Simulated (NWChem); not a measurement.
# A calculation on OS

```xyz
2

O      0.0000     0.0000     1.0012
S      0.0000     0.0000    -0.5006
```
Charge 0, spin multiplicity 3.

All runs are NWChem calculations. Structure: optimised with UPBE0/def2-SVP, a minimum by its harmonic frequencies.

The correlated methods keep 6 core orbitals frozen. The structure started from a generated list of species. The unpaired electrons of the parent sit in orbitals of symmetry b1 and b2 (C2v labels of the run); other states weren't searched. No SCF solution was tested for a lower state.

Worked example. A B2PLYP run in 3-21G ends its self-consistent part (53 % exact exchange, 47 % B88, 73 % LYP) at -470.64923 Ha, and second-order perturbation theory on those orbitals gives -0.22332 Ha unscaled.

The perturbative term enters with the weight 0.27: -470.64923 + 0.27·(-0.22332) = -470.70953 Ha is the total energy.
